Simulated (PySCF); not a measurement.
Process, species as SMILES: N (NH3) → [NH2-] + H+
B3LYP-D3(BJ)/def2-TZVP geometries, fixed; electronic energies without zero-point terms.

Effect of the SCF energy threshold at r2SCAN/def2-TZVP with PySCF, against the last row, where the deprotonation energy is 424.47 kcal/mol.

```tsv
setting	SCF cycles, largest species	largest shift of a total energy (mEh)	shift of the deprotonation energy (kcal/mol)
conv_tol: 1e-4	4	0.004	-0.001
conv_tol: 1e-5	5	0.000	0.000
conv_tol: 1e-6	6	0.000	0.000
conv_tol: 1e-7	7	0.000	0.000
conv_tol: 1e-11	8	0.000	0.000
```

Within 0.02 kcal/mol in the deprotonation energy: conv_tol: 1e-4; conv_tol: 1e-5; conv_tol: 1e-6; conv_tol: 1e-7. The largest shift is 0.004 mEh in a total energy and 0.001 kcal/mol in the difference.
